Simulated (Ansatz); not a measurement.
H2Si–N, quartet: vertical spin and charge gaps

Geometry (PBE0/def2-TZVP stationary point for this spin, not checked as a minimum):

```yaml
atoms:
  - { symbol: Si, position_ang: [0.0000, 0.0000, 0.5558] }
  - { symbol: N, position_ang: [0.0000, 0.0000, -1.2927] }
  - { symbol: H, position_ang: [0.0000, 1.3020, 1.2391] }
  - { symbol: H, position_ang: [0.0000, -1.3020, 1.2391] }
```

Basis 6-31G; Ansatz 0.2.0. Correlated methods freeze the noble-gas cores. Prefix R: restricted or restricted open-shell reference; prefix U: unrestricted. Active spaces: valence = (11e, 10o) chosen from the atoms' valence shells.

Gaps are energies of the second state less the first, at fixed atoms, for a selection of the levels run; each method lands on the state that its own search finds for that charge and spin.

Unrestricted rows (U, and Kohn–Sham where it breaks symmetry) aren't spin-pure: their determinants' ⟨S²⟩ exceeds S(S+1) by up to 0.83, so they mix in states of higher spin. For open shells CISD is restricted-active-space CI with the open shells as a complete middle space. A value is left out where its run failed or describes another state than the reference as far as symmetry and spin tell, or, spin-broken singlets apart, can't be checked.

Question: PBE gives 7.613 eV for removing an electron, to the triplet. Estimate what full CI gives in 6-31G.

Answer: Full CI in 6-31G gives 7.229 eV, so against it PBE is off by 0.384 eV.

```csv
level,gap (eV),error (meV)
UHF,7.271,42
RCCSD(T),7.237,8
UCCSD(T),7.237,8
RCCSDT,7.230,1
UCCSDT,7.230,1
r2SCAN,7.821,592
PBE0,7.764,535
B2PLYP,7.447,218
RPA-PBE,7.138,-91
```

Doublet less quartet: -1.829 eV at UCCSDTQ.

Large singles or doubles amplitudes warn of static correlation in the H2Si–N doublet.

```csv
level,gap (eV),error (meV),⟨S²⟩ where 0.1 over S(S+1) (first / second)
RHF,0.185,2014,– / –
UHF,-1.015,814,– / 1.58
RMP2,-1.786,43,– / –
UMP2,-1.263,566,– / 1.58
CISD,-1.310,519,– / –
RCCSD,-1.639,190,– / –
UCCSD,-1.680,149,– / 1.58
RCCSD(T),-1.800,29,– / –
UCCSD(T),-1.761,68,– / 1.58
BCCD(T),-1.786,43,– / –
RCCSDT,-1.804,25,– / –
UCCSDT,-1.810,19,– / 1.58
RCCSDT(Q),-1.833,-4,– / –
UCCSDT(Q),-1.834,-5,– / 1.58
RCCSDTQ,-1.828,1,– / –
CASSCF (valence space),-1.866,-37,– / –
NEVPT2 (valence space),-1.841,-12,– / –
MRCISD (valence space),-1.833,-4,– / –
MRCISD+Q (valence space),-1.830,-1,– / –
PBE,-1.906,-77,– / –
r2SCAN,-1.661,168,– / 1.02
PBE0,-1.539,290,– / 1.07
B3LYP,-1.704,125,– / 0.96
wB97M-V,-1.643,186,– / 1.00
B2PLYP,-1.575,254,– / 1.31
RPA-PBE,-1.803,26,– / –
```

Wrong sign: RHF.

Removing an electron, to the quintet: 10.218 eV at full CI (quartet B2, quintet ion B2, in C2v).

```csv
level,gap (eV),error (meV)
RHF,9.415,-803
UHF,9.430,-788
RMP2,10.177,-41
UMP2,10.177,-41
CISD,10.121,-97
RCCSD,10.200,-18
UCCSD,10.198,-20
RCCSD(T),10.212,-6
UCCSD(T),10.211,-7
BCCD(T),10.212,-6
RCCSDT,10.214,-4
UCCSDT,10.213,-5
RCCSDT(Q),10.217,-1
UCCSDT(Q),10.216,-2
RCCSDTQ,10.218,0
UCCSDTQ,10.217,-1
CASSCF (valence space),9.653,-565
NEVPT2 (valence space),10.107,-111
MRCISD (valence space),10.196,-22
MRCISD+Q (valence space),10.224,6
PBE,11.157,939
r2SCAN,11.026,808
PBE0,11.119,901
B3LYP,11.237,1019
wB97M-V,11.055,837
B2PLYP,10.871,653
RPA-PBE,10.459,241
```

Question: PBE gives 5.961 eV for sextet less quartet. Estimate what full CI gives in 6-31G.

Answer: Full CI in 6-31G gives 5.538 eV, so against it PBE is off by 0.423 eV.

```tsv
level	gap (eV)	error (meV)
RHF	4.732	-806
UHF	4.770	-768
RMP2	5.431	-107
UMP2	5.443	-95
CISD	5.439	-99
RCCSD	5.524	-14
UCCSD	5.522	-16
RCCSD(T)	5.532	-6
UCCSD(T)	5.531	-7
BCCD(T)	5.532	-6
RCCSDT	5.533	-5
UCCSDT	5.532	-6
RCCSDT(Q)	5.537	-1
UCCSDT(Q)	5.536	-2
RCCSDTQ	5.537	-1
UCCSDTQ	5.537	-1
CASSCF (valence space)	5.484	-54
NEVPT2 (valence space)	5.627	89
MRCISD (valence space)	5.548	10
MRCISD+Q (valence space)	5.546	8
r2SCAN	5.814	276
PBE0	5.877	339
B3LYP	6.019	481
wB97M-V	5.990	452
B2PLYP	5.875	337
RPA-PBE	5.655	117
```

In so small a basis the reference is far from its limit while semilocal and hybrid functionals are nearer theirs (RPA and double hybrids share much of the reference's basis error), so the functionals' errors here hold much of the reference's basis and frozen-core error, which can add to them or hide them.

The reference is named with each gap: full CI where it ran, else the highest cluster level, uncertain by about the last step of the series. The frozen core follows each run's orbitals, which can shift R against U totals by a few meV.
